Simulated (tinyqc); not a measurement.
Orbital energy against energy difference: ionisation energy by orbital energies and by energy differences in the 6-31g basis, for HF, spin multiplicity 1. Computed by the program tinyqc with PySCF. 

Geometry (angstrom):
```
atom,x,y,z
F,0.0000,0.0000,0.0000
H,0.0000,0.0000,0.7900
```

CCSD(T) difference in the same basis = 15.8118 eV

IP-EOM-CCSD = 15.5125 eV

The cation is unrestricted; errors are against CCSD(T) in this basis, not against experiment.

First vertical ionisation energy (eV):
```
method,-e(HOMO),E(cation) - E,error of -e(HOMO),error of the difference
HF,17.504,14.80358,1.692,-1.008
LDA,8.620,16.65856,-7.192,0.847
PBE,8.494,16.24340,-7.318,0.432
B3LYP,10.585,16.32263,-5.227,0.511
PBE0,11.041,16.20615,-4.771,0.394
CAM-B3LYP,12.542,16.31583,-3.270,0.504
LC-wPBE,13.875,16.37564,-1.937,0.564
```

Koopmans errs by +1.69 eV and Delta-HF by -1.01 eV: relaxation, 2.70 eV, lowers the value and the missing correlation difference works against it. The PBE level is off by -7.3 eV through the wrong tail of its potential, though its energy difference is off by +0.43 eV; exact exchange deepens the level, and among the orbital energies HF comes closest; among the differences PBE0 does.
